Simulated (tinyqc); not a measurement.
Inside a calculation (part 1 of 2). Method: RKS/LDA (PW92) in the sto-3g basis, for BH2+, spin multiplicity 1. Computed by tinyqc, a small Python program that keeps every step (integrals from PySCF). Settings: charge = 1, multiplicity = 1, basis = sto-3g, energy threshold = 1e-09, iteration cap = 81, orthogonalisation = symmetric, start = random, DIIS depth = 3, damping = 0.2, method = RKS, functional = lda,pw, grid = [10, 86]. Command: `OMP_NUM_THREADS=1 python tinyqc.py 20678 20679 out.jsonl` (the two numbers bound the seeds that draw the settings). One thread of a shared host (Intel(R) Xeon(R) Processor @ 2.60GHz), about 0.8 s of CPU time with the checks. Later iterations appear only in the table of the cycle.

## One-electron integrals

Geometry (angstrom):
```
atom        x         y        z
B     0.00000   0.00000  0.00000
H     0.00000   1.31000  0.49200
H     0.00000  -1.39500  0.52300
```

Basis sto-3g: exponents (1/bohr^2) and contraction coefficients of normalised primitives:
```
element  l (shell)  exponent  coefficient
B            s (1)  48.79111      0.15433
B            s (1)   8.88736      0.53533
B            s (1)   2.40527      0.44463
B            s (2)   2.23696     -0.09997
B            s (2)   0.51982      0.39951
B            s (2)   0.16906      0.70012
B            p (3)   2.23696      0.15592
B            p (3)   0.51982      0.60768
B            p (3)   0.16906      0.39196
H            s (1)   3.42525      0.15433
H            s (1)   0.62391      0.53533
H            s (1)   0.16886      0.44463
```

Overlap, kinetic and nuclear-attraction integrals over the contracted functions; the nuclear repulsion is the sum of Za Zb / Rab.

nuclear repulsion = 3.8624017 hartree

overlap S, lower triangle:
```
          1B 1s    1B 2s   1B 2px    1B 2py   1B 2pz    2H 1s    3H 1s
1B 1s   1.00000
1B 2s   0.26933  1.00000
1B 2px  0.00000  0.00000  1.00000
1B 2py  0.00000  0.00000  0.00000   1.00000
1B 2pz  0.00000  0.00000  0.00000   0.00000  1.00000
2H 1s   0.04145  0.37382  0.00000   0.38567  0.14485  1.00000
3H 1s   0.03392  0.33399  0.00000  -0.35381  0.13265  0.03336  1.00000
```

kinetic energy T (hartree), lower triangle:
```
           1B 1s    1B 2s   1B 2px    1B 2py   1B 2pz     2H 1s    3H 1s
1B 1s   10.82630
1B 2s   -0.04797  0.35917
1B 2px   0.00000  0.00000  1.12388
1B 2py   0.00000  0.00000  0.00000   1.12388
1B 2pz   0.00000  0.00000  0.00000   0.00000  1.12388
2H 1s   -0.01198  0.04491  0.00000   0.12926  0.04855   0.76003
3H 1s   -0.00993  0.03113  0.00000  -0.10101  0.03787  -0.00917  0.76003
```

nuclear attraction V (hartree), lower triangle:
```
            1B 1s     1B 2s    1B 2px    1B 2py    1B 2pz     2H 1s     3H 1s
1B 1s   -23.88075
1B 2s    -3.33688  -4.49542
1B 2px    0.00000   0.00000  -4.40978
1B 2py   -0.00148  -0.01165   0.00000  -4.55425
1B 2pz   -0.00889  -0.08481   0.00000  -0.00383  -4.43012
2H 1s    -0.51555  -1.40579   0.00000  -1.36367  -0.52292  -3.30131
3H 1s    -0.42174  -1.22111   0.00000   1.20949  -0.46332  -0.12526  -3.19070
```

core Hamiltonian H = T + V (hartree), lower triangle:
```
            1B 1s     1B 2s    1B 2px    1B 2py    1B 2pz     2H 1s     3H 1s
1B 1s   -13.05444
1B 2s    -3.38484  -4.13625
1B 2px    0.00000   0.00000  -3.28590
1B 2py   -0.00148  -0.01165   0.00000  -3.43037
1B 2pz   -0.00889  -0.08481   0.00000  -0.00383  -3.30624
2H 1s    -0.52753  -1.36089   0.00000  -1.23441  -0.47438  -2.54128
3H 1s    -0.43167  -1.18998   0.00000   1.10848  -0.42545  -0.13443  -2.43067
```

## Two-electron integrals

Functions are numbered as in S; the eight-fold symmetry (ij|kl) = (ji|kl) = (kl|ij) leaves the list below.

Two-electron integrals (ij|kl) in chemists' order, unique and non-zero (hartree):
```
(11|11) 2.92351     (21|11) 0.51838     (21|21) 0.10926     (22|11) 0.74423
(22|21) 0.19318     (22|22) 0.54480     (31|31) 0.02026     (32|31) 0.03000
(32|32) 0.12035     (33|11) 0.74249     (33|21) 0.19324     (33|22) 0.54468
(33|33) 0.58677     (41|41) 0.02026     (42|41) 0.03000     (42|42) 0.12035
(43|43) 0.03163     (44|11) 0.74249     (44|21) 0.19324     (44|22) 0.54468
(44|33) 0.52351     (44|44) 0.58677     (51|51) 0.02026     (52|51) 0.03000
(52|52) 0.12035     (53|53) 0.03163     (54|54) 0.03163     (55|11) 0.74249
(55|21) 0.19324     (55|22) 0.54468     (55|33) 0.52351     (55|44) 0.52351
(55|55) 0.58677     (61|11) 0.07935     (61|21) 0.01668     (61|22) 0.02962
(61|33) 0.02948     (61|41) 0.00110     (61|42) 0.00205     (61|44) 0.02986
(61|51) 0.00041     (61|52) 0.00077     (61|54) 0.00014     (61|55) 0.02953
(61|61) 0.00262     (62|11) 0.20759     (62|21) 0.05481     (62|22) 0.17217
(62|33) 0.16710     (62|41) 0.00562     (62|42) 0.03550     (62|44) 0.18028
(62|51) 0.00211     (62|52) 0.01333     (62|54) 0.00495     (62|55) 0.16896
(62|61) 0.00893     (62|62) 0.07791     (63|31) 0.00525     (63|32) 0.02512
(63|43) 0.00647     (63|53) 0.00243     (63|63) 0.00812     (64|11) 0.18810
(64|21) 0.05030     (64|22) 0.16668     (64|33) 0.15792     (64|41) 0.00964
(64|42) 0.05619     (64|44) 0.18240     (64|51) 0.00165     (64|52) 0.01167
(64|54) 0.00676     (64|55) 0.15955     (64|61) 0.00856     (64|62) 0.08806
(64|64) 0.10563     (65|11) 0.07065     (65|21) 0.01889     (65|22) 0.06260
(65|33) 0.05931     (65|41) 0.00165     (65|42) 0.01167     (65|44) 0.06365
(65|51) 0.00587     (65|52) 0.02951     (65|54) 0.00810     (65|55) 0.06478
(65|61) 0.00321     (65|62) 0.03307     (65|64) 0.03662     (65|65) 0.02187
(66|11) 0.37556     (66|21) 0.10095     (66|22) 0.35985     (66|33) 0.33907
(66|41) 0.01187     (66|42) 0.10123     (66|44) 0.39328     (66|51) 0.00446
(66|52) 0.03802     (66|54) 0.02036     (66|55) 0.34672     (66|61) 0.01669
(66|62) 0.21388     (66|64) 0.26168     (66|65) 0.09828     (66|66) 0.77461
(71|11) 0.06493     (71|21) 0.01364     (71|22) 0.02423     (71|33) 0.02413
(71|41) -0.00089    (71|42) -0.00166    (71|44) 0.02442     (71|51) 0.00033
(71|52) 0.00062     (71|54) -0.00011    (71|55) 0.02417     (71|61) 0.00204
(71|62) 0.00661     (71|64) 0.00582     (71|65) 0.00239     (71|66) 0.01211
(71|71) 0.00175     (72|11) 0.17966     (72|21) 0.04749     (72|22) 0.15047
(72|33) 0.14597     (72|41) -0.00484    (72|42) -0.03139    (72|44) 0.15767
(72|51) 0.00182     (72|52) 0.01177     (72|54) -0.00438    (72|55) 0.14762
(72|61) 0.00700     (72|62) 0.04124     (72|64) 0.03552     (72|65) 0.01715
(72|66) 0.08422     (72|71) 0.00633     (72|72) 0.06132     (73|31) 0.00441
(73|32) 0.02142     (73|43) -0.00562    (73|53) 0.00211     (73|63) 0.00366
(73|73) 0.00613     (74|11) -0.16676    (74|21) -0.04462    (74|22) -0.14908
(74|33) -0.14134    (74|41) 0.00823     (74|42) 0.04927     (74|44) -0.16294
(74|51) -0.00143    (74|52) -0.01044    (74|54) 0.00599     (74|55) -0.14279
(74|61) -0.00633    (74|62) -0.03671    (74|64) -0.02917    (74|65) -0.01502
(74|66) -0.07366    (74|71) -0.00618    (74|72) -0.07075    (74|74) 0.08611
(75|11) 0.06252     (75|21) 0.01673     (75|22) 0.05589     (75|33) 0.05299
(75|41) -0.00143    (75|42) -0.01044    (75|44) 0.05687     (75|51) 0.00494
(75|52) 0.02534     (75|54) -0.00708    (75|55) 0.05775     (75|61) 0.00258
(75|62) 0.01742     (75|64) 0.01482     (75|65) 0.01075     (75|66) 0.03692
(75|71) 0.00232     (75|72) 0.02653     (75|74) -0.02998    (75|75) 0.01737
(76|11) 0.01910     (76|21) 0.00502     (76|22) 0.01562     (76|33) 0.01527
(76|41) -1.25e-05   (76|42) -0.00011    (76|44) 0.01583     (76|51) 0.00036
(76|52) 0.00221     (76|54) -2.03e-05   (76|55) 0.01574     (76|61) 0.00078
(76|62) 0.00553     (76|64) 0.00548     (76|65) 0.00259     (76|66) 0.01297
(76|71) 0.00064     (76|72) 0.00498     (76|74) -0.00511    (76|75) 0.00237
(76|76) 0.00053     (77|11) 0.35352     (77|21) 0.09508     (77|22) 0.34215
(77|33) 0.32304     (77|41) -0.01064    (77|42) -0.09400    (77|44) 0.37287
(77|51) 0.00399     (77|52) 0.03524     (77|54) -0.01868    (77|55) 0.33005
(77|61) 0.01396     (77|62) 0.09223     (77|64) 0.07832     (77|65) 0.03968
(77|66) 0.19558     (77|71) 0.01281     (77|72) 0.18695     (77|74) -0.23286
(77|75) 0.08730     (77|76) 0.01297     (77|77) 0.77461
```

## Orthogonalisation

S = U s U^T; symmetric (Loewdin) form X = U s^(-1/2) U^T, so that X^T S X = 1.

eigenvalues of S: 0.42259  0.47564  0.89192  1.00000  1.07296  1.50139  1.63551

X, lower triangle:
```
           1B 1s     1B 2s   1B 2px    1B 2py    1B 2pz     2H 1s    3H 1s
1B 1s    1.03102
1B 2s   -0.15693   1.15371
1B 2px   0.00000   0.00000  1.00000
1B 2py  -0.00151   0.01631  0.00000   1.13472
1B 2pz  -0.00596   0.04741  0.00000   0.00562   1.01799
2H 1s    0.02417  -0.23686  0.00000  -0.24861  -0.08938   1.15355
3H 1s    0.02210  -0.20073  0.00000   0.21861  -0.07760  -0.01944  1.11961
```

## Starting guess

The start is random orthonormal orbitals; D = 2 C_occ C_occ^T.

D at the start, lower triangle:
```
           1B 1s     1B 2s    1B 2px    1B 2py    1B 2pz     2H 1s    3H 1s
1B 1s    0.50521
1B 2s   -0.68452   1.60066
1B 2px   0.08608   0.51327   1.03322
1B 2py   0.21688   0.49737   0.66705   1.05145
1B 2pz  -0.43576   0.26265   0.23690  -0.73111   1.42504
2H 1s    0.29378  -0.77623   0.13044  -0.42999   0.55599   0.82274
3H 1s   -0.28126   0.62456  -0.21858   0.26785  -0.44969  -0.70358  0.61467
```

## Iteration 1: exchange-correlation on the grid

Becke grid with 10 radial and 86 angular points per atom, points of zero weight dropped. rho = sum D_ij phi_i phi_j; V_xc,ij = sum w v_xc phi_i phi_j; v_xc is d(rho eps)/d rho.

The 8 grid points with the largest w rho, of 2571 (bohr, atomic units):
```
x               y         z        w      rho    eps_xc      v_xc
0.99298   0.99298  -0.99298  0.40814  0.11532  -0.41378  -0.54098
1.19421   1.19421  -0.32517  0.39062  0.11726  -0.41592  -0.54379
1.19421   0.32517   1.19421  0.40438  0.11250  -0.41065  -0.53685
1.59491   0.64366   0.00000  0.40360  0.11254  -0.41070  -0.53691
0.64366   0.00000   1.59491  0.40399  0.10789  -0.40541  -0.52995
0.32517   1.19421  -1.19421  0.40383  0.10759  -0.40506  -0.52949
1.46624   0.63568   0.63568  0.37546  0.11489  -0.41331  -0.54035
1.19421  -0.32517   1.19421  0.40583  0.10440  -0.40133  -0.52457
```

electrons on the grid, sum of w rho = 6.00632

E_xc = sum of w rho eps_xc = -2.3786711 hartree

V_xc (hartree), lower triangle:
```
           1B 1s     1B 2s    1B 2px    1B 2py    1B 2pz     2H 1s     3H 1s
1B 1s   -1.08484
1B 2s   -0.20465  -0.46812
1B 2px  -0.01338  -0.03237  -0.46167
1B 2py  -0.01644  -0.01874  -0.02964  -0.46527
1B 2pz   0.01091  -0.01315  -0.01116   0.02755  -0.48143
2H 1s   -0.03213  -0.15241  -0.01310  -0.15195  -0.05784  -0.38115
3H 1s   -0.02508  -0.13600  -0.00093   0.13842  -0.05911  -0.01366  -0.38653
```

## Iteration 1: building the Kohn-Sham matrix

J_ij = sum D_kl (ij|kl); F = H + J + V_xc; E = tr D H + tr D J / 2 + E_xc + E_nn.

Coulomb J (hartree), lower triangle:
```
          1B 1s    1B 2s   1B 2px    1B 2py   1B 2pz    2H 1s    3H 1s
1B 1s   4.74736
1B 2s   1.14931  3.10021
1B 2px  0.03372  0.12589  3.07463
1B 2py  0.02749  0.06665  0.04634   3.11313
1B 2pz  0.00266  0.07541  0.01470  -0.04121  3.10814
2H 1s   0.17795  1.02676  0.03699   1.01622  0.38875  2.30461
3H 1s   0.14316  0.88832  0.01453  -0.88973  0.35786  0.09231  2.22011
```

Kohn-Sham matrix F (hartree), lower triangle:
```
           1B 1s     1B 2s    1B 2px    1B 2py    1B 2pz     2H 1s     3H 1s
1B 1s   -9.39192
1B 2s   -2.44018  -1.50417
1B 2px   0.02035   0.09353  -0.67294
1B 2py   0.00957   0.03625   0.01670  -0.78251
1B 2pz   0.00467  -0.02255   0.00354  -0.01750  -0.67954
2H 1s   -0.38171  -0.48654   0.02389  -0.37014  -0.14346  -0.61781
3H 1s   -0.31359  -0.43766   0.01360   0.35717  -0.12670  -0.05578  -0.59709
```

total energy of this density = -10.9411122 hartree

This density is the starting one.

## Iteration 1: diagonalisation and new density

Diagonalise F' = X^T F X, C = X C', fill 3 alpha and 3 beta electrons from the bottom; D = 2 C_occ C_occ^T; the new density keeps 0.2 of the old one (damping). Each column has its largest component positive (the first on a tie).

F' = X^T F X (hartree), lower triangle:
```
          1         2         3         4         5         6         7
1  -9.25840
2  -1.05983  -0.99017
3   0.00713   0.09676  -0.67294
4   0.00531   0.04961   0.01750  -0.68059
5   0.00329   0.00990   0.00482  -0.01451  -0.66546
6  -0.05947  -0.17222   0.00117  -0.16698  -0.06007  -0.44741
7  -0.03816  -0.14062  -0.00018   0.15603  -0.05451  -0.02433  -0.45721
```

orbital energies (hartree): MO1 -9.39322, MO2 -0.98130, MO3 -0.81818, MO4 -0.68645, MO5 -0.64540, MO6 -0.36470, MO7 -0.28293

coefficients C:
```
             MO1       MO2       MO3       MO4       MO5       MO6       MO7
1B 1s    1.00348  -0.24240  -0.01514   0.02546  -0.06434   0.12227   0.05510
1B 2s   -0.01439   0.90578   0.04612  -0.13463   0.22897  -0.68105  -0.31216
1B 2px  -0.00220  -0.26421  -0.14438   0.35249   0.87731  -0.10696  -0.06305
1B 2py  -0.00175  -0.13464   0.79014  -0.05800   0.07932   0.21794  -0.83539
1B 2pz  -0.00169   0.06601   0.13127   0.87340  -0.36020  -0.35933  -0.09676
2H 1s    0.00488   0.09792   0.23901   0.11471   0.16036   0.51397   1.04295
3H 1s    0.00333   0.10039  -0.17670   0.17982   0.01304   0.99951  -0.52503
```

D after iteration 1, lower triangle:
```
           1B 1s     1B 2s    1B 2px    1B 2py    1B 2pz     2H 1s    3H 1s
1B 1s    1.80659
1B 2s   -0.51242   1.63655
1B 2px   0.11965  -0.29086   0.35170
1B 2py   0.07365  -0.03730   0.00780   1.23822
1B 2pz  -0.11864   0.15792  -0.01084   0.00552   0.31956
2H 1s    0.02282   0.00420  -0.07054   0.19506   0.17173   0.27133
3H 1s   -0.08556   0.25729  -0.04535  -0.19145  -0.11646  -0.19253  0.18903
```

## Iteration 2: exchange-correlation on the grid

As before.

The 8 grid points with the largest w rho, of 2571 (bohr, atomic units):
```
x                y         z        w      rho    eps_xc      v_xc
-0.64366  -1.59491   0.00000  0.31495  0.09439  -0.38911  -0.50848
0.00000   -1.59491  -0.64366  0.36842  0.07949  -0.36915  -0.48220
-1.19421  -1.19421   0.32517  0.37644  0.07645  -0.36477  -0.47643
-1.19421  -1.19421  -0.32517  0.39622  0.07130  -0.35706  -0.46630
-0.63568  -1.46624  -0.63568  0.36028  0.07736  -0.36609  -0.47817
-1.19421   1.19421   0.32517  0.36251  0.07374  -0.36076  -0.47116
-0.99298  -0.99298   0.99298  0.37299  0.07042  -0.35571  -0.46451
0.00000   -1.71989   0.00000  0.25961  0.10089  -0.39714  -0.51905
```

electrons on the grid, sum of w rho = 6.00672

E_xc = sum of w rho eps_xc = -3.6337895 hartree

V_xc (hartree), lower triangle:
```
           1B 1s     1B 2s    1B 2px    1B 2py    1B 2pz     2H 1s     3H 1s
1B 1s   -1.67915
1B 2s   -0.27781  -0.45980
1B 2px   0.00259   0.02232  -0.44080
1B 2py  -0.00090   0.00176   0.00007  -0.49736
1B 2pz  -0.00060  -0.01687  -0.00032  -0.00214  -0.44275
2H 1s   -0.04299  -0.15234   0.00443  -0.15475  -0.05873  -0.36067
3H 1s   -0.03512  -0.13195   0.00369   0.13664  -0.05032  -0.01323  -0.33319
```

## Iteration 2: building the Kohn-Sham matrix

As before.

Coulomb J (hartree), lower triangle:
```
           1B 1s     1B 2s    1B 2px    1B 2py   1B 2pz    2H 1s    3H 1s
1B 1s    7.78110
1B 2s    1.61570   3.44117
1B 2px  -0.01374  -0.06832   3.40130
1B 2py   0.00123  -0.00079   0.00009   3.50579
1B 2pz   0.00946   0.06590  -0.00122   0.00493  3.40530
2H 1s    0.24824   1.08876  -0.01479   1.05764  0.40553  2.32773
3H 1s    0.20302   0.94883  -0.01261  -0.94246  0.35813  0.09827  2.20030
```

Kohn-Sham matrix F (hartree), lower triangle:
```
           1B 1s     1B 2s    1B 2px    1B 2py    1B 2pz     2H 1s     3H 1s
1B 1s   -6.95249
1B 2s   -2.04695  -1.15488
1B 2px  -0.01115  -0.04600  -0.32540
1B 2py  -0.00115  -0.01069   0.00016  -0.42193
1B 2pz  -0.00003  -0.03579  -0.00154  -0.00104  -0.34369
2H 1s   -0.32228  -0.42447  -0.01036  -0.33151  -0.12758  -0.57422
3H 1s   -0.26376  -0.37309  -0.00892   0.30266  -0.11763  -0.04939  -0.56355
```

total energy of this density = -22.2655487 hartree

This density is a damped mixture and is not idempotent.

## Iteration 2: DIIS over 2 matrices

error matrix X^T (FDS - SDF) X:
```
          1         2         3         4         5         6         7
1   0.00000   0.39404  -0.19492  -0.44435   0.44048  -0.23954   0.13503
2  -0.39404   0.00000   0.10238  -0.09925   0.06639   0.15288   0.22064
3   0.19492  -0.10238   0.00000  -0.00417  -0.01830  -0.07708  -0.07941
4   0.44435   0.09925   0.00417   0.00000  -0.05276   0.20770  -0.20849
5  -0.44048  -0.06639   0.01830   0.05276   0.00000   0.06101   0.01817
6   0.23954  -0.15288   0.07708  -0.20770  -0.06101   0.00000  -0.01100
7  -0.13503  -0.22064   0.07941   0.20849  -0.01817   0.01100   0.00000
```

B (overlaps of the stored error matrices):
```
               1              2
1  6.6524430e+01  8.9623470e+00
2  8.9623470e+00  1.7265880e+00
```

Minimise |sum c_i e_i|^2 with sum c_i = 1: solve [B -1; -1 0][c; lambda] = [0; -1] with B_ij = tr e_i^T e_j, and take F = sum c_i F_i.

DIIS coefficients: -0.14378  1.14378

extrapolated F (hartree), lower triangle:
```
           1B 1s     1B 2s    1B 2px    1B 2py    1B 2pz     2H 1s     3H 1s
1B 1s   -6.60176
1B 2s   -1.99041  -1.10466
1B 2px  -0.01568  -0.06606  -0.27543
1B 2py  -0.00269  -0.01744  -0.00222  -0.37009
1B 2pz  -0.00070  -0.03769  -0.00227   0.00133  -0.29541
2H 1s   -0.31373  -0.41554  -0.01528  -0.32596  -0.12530  -0.56796
3H 1s   -0.25660  -0.36381  -0.01216   0.29483  -0.11632  -0.04847  -0.55873
```

## Iteration 2: diagonalisation and new density

As before.

F' = X^T F X (hartree), lower triangle:
```
          1         2         3         4         5         6         7
1  -6.42311
2  -1.05818  -0.61495
3  -0.00642  -0.06784  -0.27543
4  -0.00274  -0.00211  -0.00244  -0.20296
5  -0.00833   0.01120  -0.00305   0.00806  -0.27306
6  -0.01722  -0.17520  -0.00137  -0.21791  -0.07819  -0.40392
7  -0.00524  -0.14872  -0.00071   0.19088  -0.06763  -0.02690  -0.43296
```

orbital energies (hartree): MO1 -6.61048, MO2 -0.67717, MO3 -0.60037, MO4 -0.33756, MO5 -0.26385, MO6 -0.14809, MO7 0.01115

coefficients C:
```
             MO1       MO2       MO3       MO4       MO5       MO6       MO7
1B 1s    0.98817  -0.20659  -0.01673  -0.16444   0.04780  -0.19740  -0.03180
1B 2s    0.04364   0.55898   0.04976   0.63617  -0.14225   0.82883   0.16072
1B 2px   0.00287   0.11267   0.00784   0.46236   0.83202  -0.28387  -0.02493
1B 2py   0.00122   0.06354  -0.39337  -0.01520  -0.01824  -0.16053   1.10108
1B 2pz   0.00247   0.11184   0.02277  -0.59787   0.53234   0.62193   0.10939
2H 1s   -0.00891   0.45471  -0.44981  -0.35210  -0.06822  -0.53561  -0.79552
3H 1s   -0.00765   0.34838   0.59375  -0.32473  -0.09156  -0.68956   0.53405
```

D after iteration 2, lower triangle:
```
           1B 1s    1B 2s   1B 2px    1B 2py   1B 2pz     2H 1s    3H 1s
1B 1s    1.99242
1B 2s   -0.21959  0.83425
1B 2px  -0.00899  0.04343  0.09076
1B 2py   0.00618  0.01813  0.00808   0.50168
1B 2pz  -0.05741  0.13360  0.01829  -0.00185  0.08476
2H 1s   -0.14778  0.37108  0.06218   0.36832  0.09930   0.70894
3H 1s   -0.16025  0.40977  0.06115  -0.37659  0.06065  -0.21226  0.79615
```
